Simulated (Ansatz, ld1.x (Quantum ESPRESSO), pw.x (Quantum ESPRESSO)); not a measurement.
## From atom to crystal: RRKJ potential for Li

ld1.x (Quantum ESPRESSO) 7.5 input, shortened:

```
&input
   title='Li', zed=3., rel=1, dft='PBE', iswitch=3,
   config='[He] 2s1 2p0'
 /
 &inputp
   pseudotype=2, tm=.false., rho0=0.01, lloc=0,
   nlcc=.true., rcore=2.15
 /
2
2P  2  1   0.00   0.00  4.20  4.20  0.0
2S  1  0   1.00   0.00  2.40  2.40  0.0
 &test
   configts(1)='2s1 2p0'
 /
```

Atomic tests: cutoffs needed: 6 Ry and 6 Ry (the cutoffs (Ry, on a coarse ladder) from which the occupation-weighted sum of valence levels, in a spherical-Bessel basis at the reference potential, stays within 10 and 1 mRy of its value at 400 Ry); ghost test: no extra level below or beside the all-electron valence levels (p, s, d, f tested) (spherical-Bessel basis up to 400 Ry, 20 bohr box); largest excitation error: -6.9 meV (all-electron minus pseudo) for 2s0 2p1, out of 2 test configurations.

Crystal test: bcc Li in pw.x 7.5, no spin, 13³ k-points, Fermi–Dirac smearing 0.01 Ry, cutoffs 50/200 Ry. The reference is all-electron LAPW (Ansatz 0.2.0) with the same functional, mesh and smearing; V0 and B0 come from Birch–Murnaghan fits to the pressures at five volumes. Errors are pseudo minus all-electron; Δ is the rms difference of the E(V) curves that follow from these fits, minima aligned, over ±6 % about the mean V0. Mesh and smearing are coarse, so the numbers serve the comparison and aren't converged zero-temperature values; the lattice is a test structure that the element need not adopt.

All-electron: a0 = 3.436 Å (V0 = 20.29 Å³/atom), B0 = 13.8 GPa.

How far does the potential miss the all-electron equation of state?

mean pressure error (GPa): -0.66. The pressure does not cross zero within the volumes sampled, so no fit is given. The largest radius (4.20 bohr) exceeds half the bond length (2.82 bohr), so the spheres overlap, which is one possible source of error among others. This is a poor potential for the solid.

```tsv
V (Å³/atom)	P all-electron (GPa)	P pseudo (GPa)
19.352	0.71	-0.11
19.862	0.30	-0.43
20.371	-0.05	-0.71
20.880	-0.38	-0.96
21.390	-0.67	-1.19
```

At the middle volume, how do free energy and pressure move when the wave cutoff is lowered (ecutrho kept at four times it)?

```
cutoff (Ry)  shift of F (meV/atom)  shift of P (GPa)
         22                   +0.1             -0.00
         30                   +0.0             -0.00
         40                   +0.0             +0.00
```

The run at the middle volume (84 k-points, 4 iterations) took about 2.2 s on one core of a shared host (Neoverse-V2, 96 threads, 742 GiB, load 49).
